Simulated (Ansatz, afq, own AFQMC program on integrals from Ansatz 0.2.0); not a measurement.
# Where AFQMC and coupled cluster stand for F⁺, singlet

A free F cation.

Basis cc-pVQZ. Noble-gas cores (and the filled d shells of Ga–Kr and In–Xe) are frozen. Integrals, coupled cluster, full CI and functionals: Ansatz 0.2.0; the random walks run on the same integrals in our own AFQMC program. The CISD trial takes its coefficients from CCSD amplitudes. Released means that phaseless walkers are propagated on without the constraint, phases kept. ± is one standard error of the sampling.

Determinant: RHF, the one that the program's search chose, which needn't be the lowest solution.

Full CI on the same integrals is exact in this basis and with this determinant's frozen core.

Cautions: another spin lies lower (by 2.60 eV); restricted determinant unstable towards unrestricted (UHF 3.13 eV lower, ⟨S²⟩ 1.01); strong correlation (T1 0.003, weight of the determinant 0.83, largest double 0.28); the released energies are still falling, so no released level is given (meV from the phaseless value at times in 1/Eh: -5 ± 4 at 0.24, -3 ± 5 at 0.50, -11 ± 5 at 1.00, -16 ± 6 at 1.50), though the last usable value meets full CI within the noise; the determinant fills the p orbitals unequally in pairs, so it mixes two states of the atom (¹D and ¹S), and each level undoes that mixture to a different degree, while full CI gives the lower state; CCSDT(Q) on the UHF determinant differs (2.61 eV lower), perhaps since the unrestricted series falls towards higher spin.

* T1 diagnostic: 0.0034
* weight of the determinant in the CISD state: 0.835
* size of the correlated space: 6 electrons in 54 orbitals

```json
{"level": "MP2", "correlation energy (eV)": "-5.0167"}
{"level": "CCSD", "correlation energy (eV)": "-6.0775"}
{"level": "CCSD(T)", "correlation energy (eV)": "-6.4087"}
```

Task: Estimate where phaseless AFQMC with a CISD trial lies against CCSD(T) on the same integrals.

Result: 4.03 ± 0.09 kcal/mol below CCSD(T).

Reference: full CI, correlation energy -6.589 eV. The cautions show a poor starting determinant, so the rows tell how each method copes with it here, and full CI is the sure value.

| level | E − E(reference) (kcal/mol) | share of correlation (%) |
| --- | --- | --- |
| CCSD(T) | 4.17 | 97.26 |
| CCSDT | 2.08 | 98.63 |
| CCSDT(Q) | -0.18 | 100.12 |
| ph-AFQMC/CISD | 0.14 ± 0.09 | 99.91 |

CCSDT and higher add their correlation energy to the determinant of the CCSD(T) run, since their own runs factorise the integrals more tightly (a shift of under 2 meV).
